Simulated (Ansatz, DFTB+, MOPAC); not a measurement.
Molecule: CH$_{3}$O$_{2}$ (charge +1, singlet). SMILES: C(O)=[OH+]

Atoms: O1, C2, O3, H4, H5, H6. Bonds: O1-C2, O1-H4, C2-O3, C2-H5, O3-H6.

Bond lengths (Å) and angles (degrees) optimised at PM6 with MOPAC; PM7 with MOPAC; SCC-DFTB with DFTB+; PBE/6-31G* with Ansatz (a program for electronic structure); B3LYP/LANL2DZ with Ansatz; B3LYP/6-31G* with Ansatz, each started from the B3LYP-D3(BJ)/def2-TZVP structure (Ansatz) of the last column. A row stands for all coordinates that are equal there. 6-31G* holds six Cartesian d functions. No wavenumbers were computed at SCC-DFTB, PBE/6-31G*, B3LYP/LANL2DZ, so these may be saddle points.

```csv
coordinate,PM6,PM7,SCC-DFTB,PBE/6-31G*,B3LYP/LANL2DZ,B3LYP/6-31G*,B3LYP-D3(BJ)/def2-TZVP
O1-C2,1.289,1.281,1.278,1.284,1.296,1.274,1.268
O1-H4,1.023,1.018,0.984,0.992,0.990,0.983,0.979
C2-H5,1.123,1.119,1.107,1.097,1.088,1.089,1.088
O1-C2-O3,127.7,127.0,123.1,129.1,129.1,128.5,128.2
C2-O1-H4,120.1,121.7,117.5,117.4,125.3,118.3,118.4
O1-C2-H5,116.2,116.5,118.4,115.4,115.5,115.7,115.9
```

Mean signed difference of all 5 bond lengths from B3LYP-D3(BJ)/def2-TZVP: PM6 0.033 Å, PM7 0.028 Å, SCC-DFTB 0.010 Å, PBE/6-31G* 0.014 Å, B3LYP/LANL2DZ 0.016 Å, B3LYP/6-31G* 0.005 Å.
